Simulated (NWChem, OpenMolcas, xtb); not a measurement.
**CH4O (methanol): the dipole moment, rung by rung**

CH4O has 6 atoms, charge 0, and is taken as a singlet. As SMILES, `CO`. The coordinates come from a PBE0-D4/def2-TZVP relaxation.

Quantity: the dipole moment, in D. The values are calculated.

Measured value to compare with: NIST CCCBDB gives the dipole moment of the gas as 1.70 D.

| level | kind | program | value (D) | computed − measured | CPU time |
| --- | --- | --- | --- | --- | --- |
| GFN0-xTB | semi-empirical | xtb | 1.55 | -0.15 | under 2 s |
| HF/def2-TZVP | Hartree–Fock | OpenMolcas | 1.81 | +0.11 | 6.9 s |
| SVWN5/def2-TZVP | LDA | OpenMolcas | 1.68 | -0.02 | 20 s |
| revPBE/def2-TZVP | GGA | NWChem | 1.58 | -0.12 | 38 s |
| M06-L/def2-TZVP | meta-GGA | NWChem | 1.59 | -0.11 | 62 s |
| M06-2X/def2-TZVP | hybrid meta-GGA | NWChem | 1.73 | +0.03 | 34 s |
| wB97X/def2-TZVP | range-separated hybrid | NWChem | 1.72 | +0.02 | 69 s |

Nearest: SVWN5/def2-TZVP (-0.02 D), wB97X/def2-TZVP (+0.02 D); farthest: GFN0-xTB (-0.15 D). The measured dipole is a vibrational average, so differences of a few hundredths of a debye mean little. Computed less measured by kind, in D (def2-TZVP rows): semi-empirical -0.15; Hartree–Fock +0.11; LDA -0.02; GGA -0.12; meta-GGA -0.11; global hybrid +0.03; range-separated hybrid +0.02. Times are those of the runs behind each value, whatever else they computed, on shared processors of several kinds: orders of magnitude only.
